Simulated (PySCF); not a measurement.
Rows and methods have been separated. Pair them.

Species: C3H10NP.
Atom-mapped SMILES: `[CH3:1][P:2]([CH3:3])([CH3:4])=[NH:5]` (hydrogens: H6, H7, H8 on C1; H9, H10, H11 on C3; H12, H13, H14 on C4; H15 on N5)

The closed-shell ground state was solved 5 times with PySCF (density fitting, gas phase), always in the pcSseg-1 basis (142 functions), with these functionals: B97-2, BHandHLYP, CAM-B3LYP, LC-wPBE and wB97X-D. Geometry: PBE0-D3(BJ)/def2-SVP; no solvent, vibrations or thermal averaging.

```csv
row,total energy (Eh),HOMO (eV),LUMO (eV),dipole (D)
P,-516.2777,-7.16,1.52,3.72
Q,-516.3601,-5.71,0.92,3.52
R,-516.1990,-8.71,3.03,3.74
S,-516.3435,-7.85,2.67,3.62
T,-516.3092,-7.31,1.69,3.61
```

Problem. Which functional belongs to which row?

Solution. P = BHandHLYP, Q = B97-2, R = LC-wPBE, S = wB97X-D, T = CAM-B3LYP. By rising HOMO–LUMO gap: B97-2 (global hybrid, 21 % exact exchange) 6.63 eV; BHandHLYP (global hybrid, 50 % exact exchange) 8.68 eV; CAM-B3LYP (range-separated hybrid) 9.00 eV; wB97X-D (range-separated hybrid) 10.52 eV; LC-wPBE (range-separated hybrid) 11.74 eV. Total energies of different functionals aren't bounds to one another; each is stationary for its own functional.

Note: wB97X-D ran without an empirical dispersion term, which enters the total energy and its gradient alone.
